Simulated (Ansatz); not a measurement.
Relative stability

Two relaxed structures of Si₂H₅S (charge +1), closed shell (PBE0-D4/def2-TZVP; forces vanish, vibrations not checked).

A:

```json
{"atom": "Si1", "x (Å)": "-0.8290", "y (Å)": "1.2557", "z (Å)": "-1.0105"}
{"atom": "S2", "x (Å)": "0.9826", "y (Å)": "0.4065", "z (Å)": "-0.8821"}
{"atom": "Si3", "x (Å)": "0.7292", "y (Å)": "-1.0368", "z (Å)": "0.8146"}
{"atom": "H4", "x (Å)": "-1.9400", "y (Å)": "0.8888", "z (Å)": "-0.1152"}
{"atom": "H5", "x (Å)": "-1.0211", "y (Å)": "2.2803", "z (Å)": "-2.0494"}
{"atom": "H6", "x (Å)": "1.0218", "y (Å)": "-2.3387", "z (Å)": "0.1891"}
{"atom": "H7", "x (Å)": "-0.6716", "y (Å)": "-0.8801", "z (Å)": "1.2586"}
{"atom": "H8", "x (Å)": "1.7282", "y (Å)": "-0.5758", "z (Å)": "1.7949"}
```

B:

```
8
angstrom
Si 1.1598 0.4184 -1.0818
S -0.7807 1.6033 -0.6932
Si 0.6975 -1.0136 0.8044
H -1.7975 0.7314 -0.5236
H -1.1684 2.0602 -1.9033
H 0.9001 -2.3823 0.2686
H -0.6664 -0.8273 1.3613
H 1.7556 -0.6399 1.7776
```

Ansatz 0.2.0; basis: def2-TZVPP; cores frozen in the correlated methods. B3LYP uses VWN-RPA correlation.

**Question.** Which structure is lower at CCSD(T), and by how much? (Judge from chemistry; the value comes from the calculation.)

**Answer.** Computed: A, by 176.1 kJ/mol (electronic energy, against the other). By their contacts, A is Si₂H₅S ([SiH2][S][SiH3]), total charge +1 and B is Si₂H₅S ([SiH3][Si][SH2]), total charge +1.

All methods give the same order:

```
   method  E(B) − E(A) (kJ/mol)
   PBE-D4                 156.3
r2SCAN-D4                 181.6
  PBE0-D4                 167.8
 B3LYP-D4                 170.5
  wB97M-V                 173.0
       HF                 196.4
      MP2                 199.7
     CCSD                 175.6
  CCSD(T)                 176.1
```

No T1 diagnostic of these runs exceeds 0.016. The restricted Hartree–Fock reference is unstable towards an unrestricted one at one or more of these structures.

Labels in which every atom is bracketed show which atoms are joined, not bond orders.

For scale, one of the runs: CCSD(T)/def2-TZVPP, 196 basis functions, launched by `ansatz run in.yaml --threads 2 --pin off --events-out ev --progress --plain --max-ram 4352MiB`. The run took 40 s on 2 CPU threads of an Arm Neoverse V2 (shared host), with 1.9 GiB of host memory at its peak.
